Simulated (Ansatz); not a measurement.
**CH4FSi (SMILES C[SiH]F) at UB2PLYP/aug-cc-pVDZ**

Aim: the vertical electron affinity of CH4FSi at UB2PLYP/aug-cc-pVDZ, from 2 runs. 

The results are computed with Ansatz 0.2.0.

45 further runs of the same task are left out: 45 set aside as unsound or not needed.

**1. The system as given**

CH4FSi has 7 atoms, charge 0, and is taken as a doublet. SMILES: `C[SiH]F`. The shape is that of a PBE0-D4/def2-TZVP optimisation.

Bond lengths: C1–Si2 1.864 Å, Si2–F3 1.609 Å, C1–H4 1.091 Å, C1–H5 1.093 Å, C1–H6 1.094 Å, Si2–H7 1.494 Å. Angles: C1–Si2–F3 108.7°, C1–Si2–H7 111.7°, F3–Si2–H7 106.7°, Si2–C1–H4 111.5°, Si2–C1–H5 109.9°, Si2–C1–H6 110.0°, H4–C1–H5 108.4°, H4–C1–H6 108.5°, H5–C1–H6 108.5°.

**2. The energy at UB2PLYP/aug-cc-pVDZ**

Contents of in.yaml:

```yaml
crystal:
  periodic: [false, false, false]
  atoms:
    - {symbol: C, position_ang: [-0.653500, 0.389500, -0.298000]}
    - {symbol: Si, position_ang: [0.917400, -0.594100, -0.104100]}
    - {symbol: F, position_ang: [0.640700, -1.812800, 0.909600]}
    - {symbol: H, position_ang: [-1.444900, -0.207800, -0.754100]}
    - {symbol: H, position_ang: [-0.470200, 1.260900, -0.931700]}
    - {symbol: H, position_ang: [-1.000700, 0.738300, 0.679600]}
    - {symbol: H, position_ang: [2.011300, 0.226000, 0.498700]}
basis:
  gaussian:
    orbitals: aug-cc-pVDZ
magnetization:
  spin_polarized: true
  initial_magnetization: 1
hamiltonian:
  xc: {name: B2PLYP}
correlation:
  frozen_orbitals: {C: 1, F: 1, H: 0, Si: 5}
accuracy: high
output: {orbitals: {seedname: orbitals}}
```

Run with:

```
$ ansatz run in.yaml --threads 1 --pin off --max-ram 3480MiB --events-out events.jsonl --progress --plain --runs-dir runs
```

The program printed:

```text
Warning: RAYON_NUM_THREADS=1 ignored (pool sized by the plan → 1); use --threads N
Functional definition: B2PLYP
  name "B2PLYP"
  parameter a = 0.53
  parameter c = 0.27
  exchange = (1 - a)*b88_x + a*exact_x
  correlation = (1 - c)*lyp_c + c*(mp2_os + mp2_ss)
2190 factors; integrals over basis functions are off by at most 3.6e-9 eV
mean field evaluation 1: about -11681.9870 eV, gradient 3.4e1 eV
mean field evaluation 2: about -11682.0048 eV, gradient 3.4e1 eV
mean field evaluation 4: about -11686.8471 eV, gradient 3.2e0 eV
mean field evaluation 8: about -11686.8920 eV, gradient 5.9e-2 eV
mean field evaluation 16: about -11686.8921 eV, gradient 4.8e-5 eV
mean field -11686.89210179 eV, -429.4853630808 hartree, gradient 3.9e-8 eV, S^2 0.752075; 0 other end points of the search recorded, 0 dependent functions left out
7 core orbitals not correlated: weight in the atoms' cores, before any rotation towards them, 1.000 or more for the frozen orbitals, at most 0.000 for the correlated occupied ones
reference -11686.89213305 eV, -429.4853642296 hartree; 10, 9 occupied and 92, 93 virtual orbitals, 2190 factors
second order -14.66001101 eV of doubles, -0.00000000 eV of singles
Total energy: -11690.85033602 eV, -429.6308255058 hartree
```

It took 21 s on 1 thread of Arm Neoverse V2, shared host; peak memory 0.47 GiB.

**3. The singlet anion**

Contents of job.yaml:

```yaml
basis:
  gaussian:
    orbitals: aug-cc-pVDZ
crystal:
  periodic: [false, false, false]
  atoms:
    - {symbol: C, position_ang: [-0.653500, 0.389500, -0.298000]}
    - {symbol: Si, position_ang: [0.917400, -0.594100, -0.104100]}
    - {symbol: F, position_ang: [0.640700, -1.812800, 0.909600]}
    - {symbol: H, position_ang: [-1.444900, -0.207800, -0.754100]}
    - {symbol: H, position_ang: [-0.470200, 1.260900, -0.931700]}
    - {symbol: H, position_ang: [-1.000700, 0.738300, 0.679600]}
    - {symbol: H, position_ang: [2.011300, 0.226000, 0.498700]}
correlation:
  frozen_orbitals: {C: 1, F: 1, H: 0, Si: 5}
total_charge: -1
hamiltonian:
  xc: {name: B2PLYP}
accuracy: high
output: {orbitals: {seedname: orbitals}}
```

Run with:

```
$ ansatz run job.yaml --threads 1 --pin off --max-ram 3480MiB --events-out events.jsonl --progress --plain --runs-dir runs
```

The program printed, shortened:

```text
Warning: RAYON_NUM_THREADS=1 ignored (pool sized by the plan → 1); use --threads N
[... 2 set-up lines as earlier in the session ...]
[...]
2190 factors; integrals over basis functions are off by at most 3.6e-9 eV
[...]
mean field -11687.11802318 eV, -429.4936655386 hartree, gradient 7.3e-8 eV, S^2 0.000000; 0 other end points of the search recorded, 0 dependent functions left out
7 core orbitals not correlated: weight in the atoms' cores, before any rotation towards them, 1.000 or more for the frozen orbitals, at most 0.000 for the correlated occupied ones
reference -11687.11804468 eV, -429.4936663288 hartree; 10, 10 occupied and 92, 92 virtual orbitals, 2190 factors
second order -15.77317476 eV of doubles, -0.00000000 eV of singles
Total energy: -11691.37680186 eV, -429.6501727686 hartree
```

It took 19 s on 1 thread of Arm Neoverse V2, shared host; peak memory 0.36 GiB.

**4. Results**

At UB2PLYP/aug-cc-pVDZ, 7 core orbitals frozen:

| quantity | value |
| --- | --- |
| doublet CH4FSi: total energy | -429.63083 Eh |
| doublet CH4FSi: HOMO energy (SCF part's orbitals) (highest over α and β) | -7.18 eV |
| doublet CH4FSi: LUMO energy (SCF part's orbitals) (lowest over α and β) | -1.09 eV |
| doublet CH4FSi: ⟨S²⟩ | 0.752 |
| singlet anion: total energy | -429.65017 Eh |
| singlet anion: HOMO energy (SCF part's orbitals) | 0.44 eV |
| singlet anion: LUMO energy (SCF part's orbitals) | 3.34 eV |
| singlet anion: HOMO–LUMO gap (to an unbound level, set by the basis) | 2.90 eV |
| vertical electron affinity (to the singlet anion) | 0.526 eV |

What this shows: At fixed nuclei the extra electron is bound by 0.53 eV (50.8 kJ/mol). The HOMO (singlet anion) lies at positive energy, 0.44 eV; only total energies tell whether the electron is bound.
